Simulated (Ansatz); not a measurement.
## Cohesive energy of some fcc solids

Method: r²SCAN in Ansatz (PAW). References are measured values corrected to a static lattice.

Values in eV/atom.

```csv
solid,reference,r²SCAN,error (eV/atom)
fcc Ni,4.48,4.65,+0.17
fcc Sr,1.73,1.79,+0.06
fcc Cu,3.52,3.89,+0.37
fcc Rh,5.78,5.44,-0.34
fcc Pd,3.93,4.09,+0.16
fcc Al,3.43,3.59,+0.16
fcc Ca,1.86,2.08,+0.22
fcc Ag,2.97,2.87,-0.10
```

Over these 8 solids the mean error is +0.09 eV/atom, the mean absolute error 0.20 eV/atom (median 0.16 eV/atom), and the worst case fcc Cu at +0.37 eV/atom; the value is above the reference in 6 of 8 cases.

All these references are brought to a static lattice.

Differences are worked out from the printed values.

Free atoms are spin-polarised, in the lowest state found; at levels without +SOC their spin–orbit coupling is left out. Each level is taken at its own relaxed cell. Ansatz's density-functional and Hartree–Fock values are scalar-relativistic unless marked +SOC, with PAW data made under PBE.

Ansatz's runs of these crystals have no spin polarisation, but for fcc Ni. Meta-GGAs and exact exchange favour moments, which can bear on fcc Ni, fcc Rh, fcc Pd.

Density-functional runs with spin start from parallel moments for fcc Ni.

Not in this set, of the fcc solids with a reference value in our tables and a result at some level: 4 for the spin–orbit terms of free Br, In, Sn, Te, I and atoms past barium, a cut that leaves lighter open-shell atoms' terms in the errors. These can be a level's best or worst cases. Solids without a released value at any level aren't counted. Layered and molecular crystals are counted apart. The metals Ce to Yb are counted apart.

References as tabulated in Mejia-Rodriguez and Trickey (2018), arXiv:1807.09216; Harl et al. (2010), doi:10.1103/physrevb.81.115126; Jana et al. (2018), arXiv:1807.00350; Csonka et al. (2009), arXiv:0903.4037.

Ansatz is a program for electronic structure.
